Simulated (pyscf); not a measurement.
Optimised with ωB97X-D3(BJ)/def2-SVP in PySCF.

Problem. HO–Si(OH)(OH)–F (SMILES O[Si](O)(O)F) + H₂ (SMILES [H][H]) → HO–SiH(OH)–OH (SMILES O[SiH](O)O) + HF (SMILES F)
Surface: singlet. Broken: F–Si, H–H. Formed: H–Si, F–H. Give ΔE‡ and ΔE from B3LYP-D3(BJ)/def2-TZVP, relative to the separated reactants.

Solution. ΔE‡ = 2.53 eV, ΔE = +1.48 eV. ωB97M-D3(BJ)/def2-TZVP gives 2.50 eV and +1.47 eV. Zero-point energy shifts the barrier by +0.19 eV. It is a four-centre exchange, with an imaginary mode of 1008i cm⁻¹. On the product side the descent ends in a complex, 0.19 eV under the separated species and 1.25 eV under the saddle at ωB97X-D3(BJ)/def2-TZVP. This is the saddle that the search found; another between the same sides may lie lower.
